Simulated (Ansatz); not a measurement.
Ansatz (a first-principles code) input (B3LYP-D3(BJ)/def2-TZVP):

Ansatz 0.2 input:
```yaml
crystal:
  periodic: [false, false, false]
  atoms:
    - {symbol: O, position_ang: [-1.27531525, 0.31585638, -0.00566696]}
    - {symbol: S, position_ang: [-0.03401313, -0.55518931, 0.00156793]}
    - {symbol: O, position_ang: [1.25391680, 0.24489123, 0.03031184]}
basis:
  gaussian:
    orbitals: def2-TZVP
hamiltonian:
  xc: b3lyp
  dispersion: d3bj
total_charge: -1
magnetization: {spin_polarized: true, initial_magnetization: 1}
relax: {f_tol: 0.002, max_steps: 150}
```

End of the output:

```
mean field evaluation 1: about -14930.1585 eV, gradient 2.6e1 eV
mean field evaluation 2: about -14923.7955 eV, gradient 5.1e1 eV
mean field evaluation 4: about -14932.5423 eV, gradient 9.9e-1 eV
mean field evaluation 8: about -14932.5725 eV, gradient 5.6e-2 eV
mean field evaluation 16: about -14932.5725 eV, gradient 1.6e-5 eV
mean field -14932.57250957 eV, -548.7619180655 hartree, gradient 1.6e-5 eV, S^2 0.754994; 0 other end points of the search recorded, 0 dependent functions left out
the calculation of the forces begins
reference -14932.57267954 eV, -548.7619243119 hartree; 17, 16 occupied and 82, 83 virtual orbitals, 573 factors
relax step   1: F+E_penalty+E_count = -14932.64129170 eV  Δ(F+E_penalty+E_count) = +0.000e0 eV  max|allowed force component| = 1.303e-1 eV/Å  Δτ_max = 0.0000 Å  (29 SCF iters, accepted)
these checks for a lower state are left out or cut short: starts, cluster_reference, orbital_swaps, neighbouring_geometries, increment
integrals: 0.02 GiB planned
573 factors; their error is unknown
mean field: 0.32 GiB planned
mean field -14932.57342707 eV, -548.7619517830 hartree, gradient 1.2e-5 eV, S^2 0.755006; 0 other end points of the search recorded, 0 dependent functions left out
the calculation of the forces begins
reference -14932.57359712 eV, -548.7619580322 hartree; 17, 16 occupied and 82, 83 virtual orbitals, 573 factors
relax step   2: F+E_penalty+E_count = -14932.64218408 eV  Δ(F+E_penalty+E_count) = -8.924e-4 eV  max|allowed force component| = 8.114e-2 eV/Å  Δτ_max = 0.0033 Å  (34 SCF iters, accepted)
these checks for a lower state are left out or cut short: starts, cluster_reference, orbital_swaps, neighbouring_geometries, increment
integrals: 0.02 GiB planned
573 factors; their error is unknown
mean field: 0.32 GiB planned
mean field evaluation 32: about -14932.5741 eV, gradient 1.2e-5 eV
mean field -14932.57410824 eV, -548.7619768156 hartree, gradient 1.2e-5 eV, S^2 0.755026; 0 other end points of the search recorded, 0 dependent functions left out
the calculation of the forces begins
reference -14932.57427841 eV, -548.7619830693 hartree; 17, 16 occupied and 82, 83 virtual orbitals, 573 factors
relax step   3: F+E_penalty+E_count = -14932.64282030 eV  Δ(F+E_penalty+E_count) = -6.362e-4 eV  max|allowed force component| = 3.202e-3 eV/Å  Δτ_max = 0.0059 Å  (34 SCF iters, accepted)
these checks for a lower state are left out or cut short: starts, cluster_reference, orbital_swaps, neighbouring_geometries, increment
integrals: 0.02 GiB planned
573 factors; their error is unknown
mean field: 0.32 GiB planned
mean field -14932.57410908 eV, -548.7619768465 hartree, gradient 1.9e-5 eV, S^2 0.755026; 0 other end points of the search recorded, 0 dependent functions left out
the calculation of the forces begins
reference -14932.57427925 eV, -548.7619831002 hartree; 17, 16 occupied and 82, 83 virtual orbitals, 573 factors
relax step   4: F+E_penalty+E_count = -14932.64282052 eV  Δ(F+E_penalty+E_count) = -2.128e-7 eV  max|allowed force component| = 6.299e-4 eV/Å  Δτ_max = 0.0001 Å  (21 SCF iters, accepted)
integrals: 0.02 GiB planned
573 factors; their error is unknown
mean field: 0.32 GiB planned
mean field -14932.57410908 eV, -548.7619768465 hartree, gradient 2.1e-5 eV, S^2 0.755026; 1 other end points of the search recorded, 0 dependent functions left out
the calculation of the forces begins
reference -14932.57427925 eV, -548.7619831002 hartree; 17, 16 occupied and 82, 83 virtual orbitals, 573 factors
Total energy: -14932.64299069 eV, -548.7645081989 hartree
Atom 0 at    -1.284008     0.312837    -0.005831 Å, force     0.000349    -0.000324     0.000001 eV/Å
Atom 1 at    -0.033818    -0.548660     0.001652 Å, force     0.000020     0.000630     0.000008 eV/Å
Atom 2 at     1.262415     0.241381     0.030392 Å, force    -0.000369    -0.000306    -0.000009 eV/Å
Dipole moment:    -0.009629    -0.345378    -0.004445 e Å
```
